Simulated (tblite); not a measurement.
C3H2Cl2O.
Z-matrix (Å and degrees, GFN2-xTB geometry), rows numbered from 1:
```
C 
C   1  1.3320
Cl  2  1.7180  1  122.08
C   2  1.4800  1  119.77  3   179.97
O   4  1.1899  2  125.00  1    -0.15
Cl  4  1.7497  2  114.38  1   179.85
H   1  1.0765  2  119.57  3  -179.93
H   1  1.0751  2  122.05  3     0.03
```

Method: GFN2-xTB as coded in tblite; computed harmonic values from a numerical Hessian at the method's own geometry, unscaled. The method is semi-empirical: single wavenumbers can be off by several per cent or more. One conformer, not necessarily the lowest.

Harmonic wavenumbers (cm⁻¹): 35.4, 181.4, 319.1, 325.5, 372.7, 443.4, 549.0, 607.4, 709.2, 761.0, 902.6, 927.8, 1134.2, 1341.6, 1607.7, 1778.2, 3111.1, 3155.3.

A = 3167, B = 2152, C = 1281 MHz; mass 123.948 u (most abundant isotopes); point group Cs, symmetry number 1.

**Question.** What is the zero-point energy?

**Answer.** Half the sum of the wavenumbers: 9131 cm⁻¹ = 26.11 kcal/mol.

**Question.** Entropy at 298.15 K, 1 bar (ideal gas, RRHO, classical rotation)?

**Answer.** Translation 40.38, rotation 28.00, vibration 14.17: S = 82.6 cal/(mol K).

**Question.** And Cp and H(298.15 K) − H(0)?

**Answer.** Cp = 23.07 cal/(mol K), of which vibrations give 15.12 (their classical limit is 18 R = 35.8); H(298.15 K) − H(0) = 4.59 kcal/mol without the zero-point energy, 2.22 from vibrations.

**Question.** Blend soft modes into free rotors: weight 1/[1 + (100 cm⁻¹/ν̃)⁴] for the oscillator and the rest for a rotor with moment μB/(μ + B), μ = h/(8π²ν), B = 10⁻⁴⁴ kg m². What vibrational entropy results?

**Answer.** 12.59 cal/(mol K) in place of 14.17, which changes −T·S at 298.15 K by +0.47 kcal/mol.

**Question.** Which modes carry the vibrational entropy at 298.15 K?

**Answer.** 35.4 cm⁻¹: 5.50; 181.4 cm⁻¹: 2.31; 319.1 cm⁻¹: 1.31; 325.5 cm⁻¹: 1.28; 372.7 cm⁻¹: 1.07; 443.4 cm⁻¹: 0.82 cal/(mol K); the other 12 give 1.87 together.

**Question.** What must be added to the electronic energy to get the Gibbs energy at 298.15 K and 1 bar?

**Answer.** ZPE + [H(298.15 K) − H(0)] − T·S = 26.11 + 4.59 − 24.61 = 6.09 kcal/mol.

**Question.** How do the functions run with temperature in this model?

**Answer.** 
| T (K) | S (cal/(mol K)) | Cp (cal/(mol K)) | H − H(0) (kcal/mol) | G − H(0) (kcal/mol) | ln q(vib) |
| --- | --- | --- | --- | --- | --- |
| 150 | 69.5 | 15.4 | 1.71 | -8.72 | 1.58 |
| 250 | 78.7 | 20.9 | 3.53 | -16.14 | 2.79 |
| 400 | 89.9 | 26.9 | 7.14 | -28.82 | 4.67 |
| 600 | 101.8 | 31.8 | 13.05 | -48.03 | 7.08 |
| 900 | 115.6 | 36.0 | 23.29 | -80.74 | 10.31 |

q(vib) and H(0) count from the zero-point level.

Hindered rotation and anharmonicity are outside this model. Other conformers, if any are populated, would add a mixing term that is left out.
